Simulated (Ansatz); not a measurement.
# HNS: the cost of one run

The runs use Ansatz 0.2.0, Gaussian basis; def2-QZVPP, all electrons in the functionals.

The runs, in order: PBE, BLYP, r2SCAN, B97M-V, PBE0, B3LYP, at charge 0, triplet; charge 0, singlet; charge 0, quintet; charge 1, doublet; charge 1, quartet.

2 further runs of the same task are left out: 2 set aside as unsound or not needed.

### 1 The system

The geometry is a PBE0/def2-TZVP stationary point (not a proven minimum).

3 atoms, charge 0, spin multiplicity 3.

Atoms are counted from 1 here; the program's logs count them from 0.

Bond lengths: N1–S2 1.625 Å, S2–H3 1.355 Å. Angles: N1–S2–H3 98.1°.

No dispersion term is added; B97M-V holds VV10 nonlocal correlation. B3LYP takes the VWN-RPA correlation.

The geometry shown and the zero of energy belong to the point charge 0, triplet. The yardstick, UCCSD(T), and other wave-function levels (R restricted, U unrestricted, valence and pair active spaces) come from earlier runs.

### 2 PBE, charge 0, triplet

Contents of in.yaml:

```yaml
crystal:
  periodic: [false, false, false]
  atoms:
    - {symbol: N, position_ang: [0.000000, 0.057746, 1.144666]}
    - {symbol: S, position_ang: [0.000000, -0.064782, -0.475896]}
    - {symbol: H, position_ang: [0.000000, 1.258410, -0.767310]}
basis:
  gaussian: {orbitals: "def2-QZVPP.json"}
magnetization: {spin_polarized: true, initial_magnetization: 2}
hamiltonian: {xc: {name: PBE}}
output: {orbitals: {seedname: orbitals}}
```

Command:

```console
$ ansatz run in.yaml --threads 1 --pin off --events-out ev --progress --plain --max-ram 2393MiB
```

**Question.** How long does this run take on 1 thread of Arm Neoverse N1, shared host?

About 4.3 s.
